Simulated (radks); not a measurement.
# Fractional charge and spin in the 2s shell of carbon

Aim: the energy as the spin-up occupation of 2s runs from 0 to 1 and the spin-down one from 0 to 1, against the two flat planes that join the four corners. Added charge counts from the emptiest corner (up 0, down 0).

The numbers are computed with radks (a radial shooting solver on a logarithmic mesh, Libxc functionals) version 1 (non-relativistic Kohn-Sham, LDA (Slater exchange, Perdew-Wang correlation), spin-polarised, spherical densities, point nucleus), except any that are marked as measured or tabulated.

## Step 1: The atom as given

| Item | Value |
| --- | --- |
| element | carbon (Z = 6) |
| configuration | [He] 2s(up 1, down 1) |

A shell typed twice in an input gives spin up, then spin down.

## Step 2: 2s: up 1, down 1

Input:

```text
Z 6
configuration [He] 2s1 2s1
relativity non-relativistic
functional lda,pw
spin polarised
nucleus point
```

## Step 3: 2s: up 1, down 0.75

Input:

```text
Z 6
configuration [He] 2s1 2s0.75
relativity non-relativistic
functional lda,pw
spin polarised
nucleus point
```

## Step 4: 2s: up 1, down 0.5

Input:

```text
Z 6
configuration [He] 2s1 2s0.5
relativity non-relativistic
functional lda,pw
spin polarised
nucleus point
```

## Step 5: 2s: up 1, down 0.25

Input:

```text
Z 6
configuration [He] 2s1 2s0.25
relativity non-relativistic
functional lda,pw
spin polarised
nucleus point
```

## Step 6: 2s: up 1, down 0

Input:

```text
Z 6
configuration [He] 2s1 2s0
relativity non-relativistic
functional lda,pw
spin polarised
nucleus point
```

## Step 7: 2s: up 0.75, down 0.75

Input:

```text
Z 6
configuration [He] 2s0.75 2s0.75
relativity non-relativistic
functional lda,pw
spin polarised
nucleus point
```

## Step 8: 2s: up 0.75, down 0.5

Input:

```text
Z 6
configuration [He] 2s0.75 2s0.5
relativity non-relativistic
functional lda,pw
spin polarised
nucleus point
```

## Step 9: 2s: up 0.75, down 0.25

Input:

```text
Z 6
configuration [He] 2s0.75 2s0.25
relativity non-relativistic
functional lda,pw
spin polarised
nucleus point
```

## Step 10: 2s: up 0.75, down 0

Input:

```text
Z 6
configuration [He] 2s0.75 2s0
relativity non-relativistic
functional lda,pw
spin polarised
nucleus point
```

## Step 11: 2s: up 0.5, down 0.5

Input:

```text
Z 6
configuration [He] 2s0.5 2s0.5
relativity non-relativistic
functional lda,pw
spin polarised
nucleus point
```

## Step 12: 2s: up 0.5, down 0.25

Input:

```text
Z 6
configuration [He] 2s0.5 2s0.25
relativity non-relativistic
functional lda,pw
spin polarised
nucleus point
```

## Step 13: 2s: up 0.5, down 0

Input:

```text
Z 6
configuration [He] 2s0.5 2s0
relativity non-relativistic
functional lda,pw
spin polarised
nucleus point
```

## Step 14: 2s: up 0.25, down 0.25

Input:

```text
Z 6
configuration [He] 2s0.25 2s0.25
relativity non-relativistic
functional lda,pw
spin polarised
nucleus point
```

## Step 15: 2s: up 0.25, down 0

Input:

```text
Z 6
configuration [He] 2s0.25 2s0
relativity non-relativistic
functional lda,pw
spin polarised
nucleus point
```

## Step 16: 2s: up 0, down 0

Input:

```text
Z 6
configuration [He] 2s0 2s0
relativity non-relativistic
functional lda,pw
spin polarised
nucleus point
```

**Question.** What will these runs give? Wanted: for each run, down \ up; 0; 0.25; 0.5; 0.75; 1.

**Answer**, as computed:

| down \ up | 0 | 0.25 | 0.5 | 0.75 | 1 |
| --- | --- | --- | --- | --- | --- |
| 0 | 0.000 | -1.154 | -1.662 | -1.299 | 0.000 |
| 0.25 | -1.154 | -1.296 | -0.705 | 0.764 | -1.196 |
| 0.5 | -1.662 | -0.705 | 1.001 | -0.778 | -1.647 |
| 0.75 | -1.299 | 0.764 | -0.778 | -1.464 | -1.259 |
| 1 | 0.000 | -1.196 | -1.647 | -1.259 | 0.000 |

In words: The table gives the energy in eV minus the planes, whose edge runs along up + down = one added electron; mirror points follow by spin symmetry. With half an added electron in each spin it lies 1.00 eV above the planes (the fractional-spin error, which spoils stretched bonds). With half an electron added in spin up alone it lies 1.66 eV below them (the fractional-charge error). For a frontier s shell over closed shells the exact functional lies on the planes.
